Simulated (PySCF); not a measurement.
# MgAl: energy against distance

Set-up: basis Mg def2-SVPD, Al def2-SVPD; no relativity; PySCF 2.14. Energies in eV from Mg + Al in their ground configurations at the same level. State: ²Π (doublet), unpaired electrons π ↑.

```
R (Å)      LDA
2.505  -0.5951
2.622  -0.7109
2.738  -0.7628
2.826  -0.7720
2.913  -0.7629
3.000  -0.7405
3.117  -0.6966
3.263  -0.6288
3.437  -0.5404
3.670  -0.4257
```

Question: Put a parabola through the three lowest points of the LDA curve and estimate Re, k and ωe (reduced mass 12.7 u; 1 eV/Å² = 0.16022 mdyn/Å; ωe = 1302.8·√(k/μ) cm⁻¹).

Answer: Through R = 2.738, 2.826, 2.913 Å the second-order coefficient is 1.20 eV/Å², so Re ≈ 2.826 Å, k ≈ 0.383 mdyn/Å and ωe ≈ 226 cm⁻¹. A polynomial fit of higher order to the unrounded LDA energies gives Re = 2.821 Å, k = 0.388 mdyn/Å, ωe = 228 cm⁻¹; anharmonicity and rounding make the difference.

The higher-order fit for each curve: LDA: Re = 2.821 Å, ωe = 228 cm⁻¹, De = 0.77 eV.

The state is the lowest determinant that a PBE0 search found; another state may lie lower at other levels.
